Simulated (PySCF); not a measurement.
## Working out the ionisation energy of N

N [He] 2s2 2p3 (4S) → N⁺ [He] 2s2 2p2 (3P). All numbers are calculated (PySCF 2.14, the non-relativistic Hamiltonian (point nucleus), in def2-SVP (3s2p1d, 14 functions)). Frozen: 1s2. Energies in hartree (1 hartree = 27.21139 eV):

```csv
part,N (lower),N⁺ (upper)
UHF,-54.336533,-53.820663
CCSD correlation,-0.084471,-0.075598
(T),-0.000714,-0.000831
```

Task: What does Hartree-Fock give?

Result: (-53.820663) − (-54.336533) = 0.515870 hartree = 14.038 eV.

Task: What do CCSD and CCSD(T) give?

Result: The CCSD correlation energies differ by 0.008873 hartree = 0.241 eV and the triples by -0.000117 hartree = -0.003 eV, so CCSD gives 14.279 eV and CCSD(T) 14.276 eV.

Measured between the centres of the two terms (NIST): 14.545 eV, so CCSD(T) (valence) is off by -0.269 eV.

A double-zeta basis recovers only part of the correlation energy.

What remains against the reference includes basis incompleteness, the frozen core and higher excitations.
